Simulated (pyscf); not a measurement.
Optimised with ωB97X-D3(BJ)/def2-SVP in PySCF. MP2 and CC: frozen core, UHF for open shells. ΔMP2 is the change of the MP2 total energy from the triple- to the quadruple-zeta basis.

SMILES: O[SiH](F)F
```xyz
6

O      1.4587    -0.6382    -0.7746
Si     0.7273     0.0066     0.5373
F      1.1661    -0.7743     1.8795
F     -0.8734    -0.1765     0.4481
H      1.3292    -1.5691    -0.9847
H      1.0769     1.4267     0.6321
```
Charge 0, spin multiplicity 1.

**Question.** List the bond dissociation enthalpies at 298 K of HO–SiH(F)–F from CCSD(T)/def2-TZVPP + ΔMP2(QZVPP), from the weakest bond up.

**Answer.** H–Si to HO–Si•(F)–F + H•: 100.5 kcal/mol; H–O to •O–SiH(F)–F + H•: 125.3 kcal/mol; O–Si to OH• + F–SiH•–F: 138.4 kcal/mol; F–Si to HO–SiH•–F + F•: 163.7 kcal/mol. Ring and multiple bonds, and those that leave no two simple radicals, are not listed. •O–SiH(F)–F lies 23.5 kcal/mol over its isomer HO–Si•(F)–F, and others may lie lower still (electronic energy, ωB97M-D3(BJ)). Other isomers of HO–SiH•–F, HO–Si•(F)–F were not searched in full and may lie lower. The CCSD(T) − MP2 part came from Ansatz, without density fitting, on the same reference. Left out: the spin-orbit lowering of F, OH.
